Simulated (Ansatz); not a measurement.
Molecule: formamide, CH₃NO, net charge 0, singlet state. 
Structure (B3LYP-D3(BJ)/def2-TZVP (Ansatz, an electronic-structure program) minimum search):
```xyz
6

N     -1.0698     0.1943     0.1075
C      0.2724     0.3136    -0.0479
O      1.0507    -0.6113    -0.0819
H     -1.4767    -0.7220     0.2042
H     -1.6667     1.0020     0.1281
H      0.5920     1.3678    -0.1427
```
Charge 0, spin multiplicity 1.

Basis-set convergence of Hartree-Fock and CCSD(T) correlation energies (hartree) with Ansatz. Valence correlation only, unless marked. No spin-orbit coupling. Non-relativistic.

| basis | functions | E(HF) | E(corr, CCSD(T)) | rough core time |
|---|---|---|---|---|
| aug-cc-pVDZ | 96 | -168.96390 | -0.54502 | under 20 s |
| aug-cc-pVTZ | 207 | ? | ? | 22 s |

Problem. What belongs in the gaps?

Solution. 
- aug-cc-pVTZ, E(HF): -169.00512
- aug-cc-pVTZ, E(corr, CCSD(T)): -0.65179
